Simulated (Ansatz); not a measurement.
**Equilibrium lattice constant a of some III–V compounds**

Method: LDA (Ansatz, a quantum-chemistry and plane-wave program, PAW). References are measured values corrected to a static lattice or taken at low temperature (these still hold zero-point motion). The table is a random draw of 8 from 10 solids with such references.

Values in Å.

```csv
solid,reference,LDA,error (%)
zinc-blende AlP,5.451*,5.434,-0.31
zinc-blende GaAs,5.64*,5.603,-0.66
wurtzite AlN,3.111,3.089,-0.71
cubic BN,3.593*,3.581,-0.33
zinc-blende GaP,5.439*,5.391,-0.88
zinc-blende AlAs,5.649*,5.629,-0.35
zinc-blende BP,4.525*,4.490,-0.77
zinc-blende InSb,6.468*,6.450,-0.28
```

Over these 8 solids the mean error is -0.54 %, the mean absolute error 0.54 % (median 0.51 %), and the worst case zinc-blende GaP at -0.88 %; the value is below the reference in 8 of 8 cases. Over all 10 the mean error is -0.52 % and the mean absolute error 0.52 % (median 0.44 %).

A star marks references brought to a static lattice; the others are low-temperature values that still hold zero-point motion, which matters most for light elements.

Spin–orbit coupling is left out, also for the solids with elements from indium on (zinc-blende InSb); its size isn't shown.

Differences are worked out from the printed values.

Caveats: the gap of the solid is closed in this run (zinc-blende InSb). Ansatz's density-functional and Hartree–Fock values are scalar-relativistic unless marked +SOC, with PAW data made under PBE.

Not in this set, of the III–V compounds with a reference value in our tables and a result at some level: 4 for a reference at room or unstated temperature (zinc-blende BAs, wurtzite GaN, zinc-blende GaN, zinc-blende GaSb); 1 for a high-temperature or high-pressure phase (wurtzite BN). These can be a level's worst cases. At least 3 more with a reference value are held back for tests. Layered and molecular crystals are counted apart.

References as tabulated in Mejia-Rodriguez and Trickey (2018), arXiv:1807.09216; arXiv:1206.3780; Goldzak et al. (2022), arXiv:2208.04865.
